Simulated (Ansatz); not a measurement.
`B1CS1` and `B1[SiH2]S1` differ in one element.

Ansatz, PBE0-D4/def2-TZVP geometries, multiplicity 1. 

```
                                          property  `B1CS1`
size of the dipole moment (ωB97M-V/def2-TZVPP) / D     1.00
             LUMO energy (ωB97M-V/def2-TZVPP) / eV     0.76
                 LUMO energy (PBE/def2-TZVPP) / eV    -2.18
                 HOMO energy (PBE/def2-TZVPP) / eV    -6.53
           HOMO–LUMO gap (ωB97M-V/def2-TZVPP) / eV    10.57
                HOMO energy (PBE0/def2-TZVPP) / eV    -7.66
```

**Question.** Give the same properties after the change, and the shifts. (Estimate.)

**Answer.** The calculation gave: 
```
                                          property  `B1[SiH2]S1`  shift
size of the dipole moment (ωB97M-V/def2-TZVPP) / D          0.92  -0.08
             LUMO energy (ωB97M-V/def2-TZVPP) / eV          0.21  -0.55
                 LUMO energy (PBE/def2-TZVPP) / eV         -2.76  -0.58
                 HOMO energy (PBE/def2-TZVPP) / eV         -6.25   0.28
           HOMO–LUMO gap (ωB97M-V/def2-TZVPP) / eV          9.55  -1.02
                HOMO energy (PBE0/def2-TZVPP) / eV         -7.31   0.35
```

With PBE0 the HOMO rises by 0.35 eV and the LUMO falls by 0.59 eV, so the gap narrows by about 0.94 eV. PBE moves the HOMO by 0.28 eV and ωB97M-V by 0.47 eV. Dipoles are sizes alone; their direction can turn.
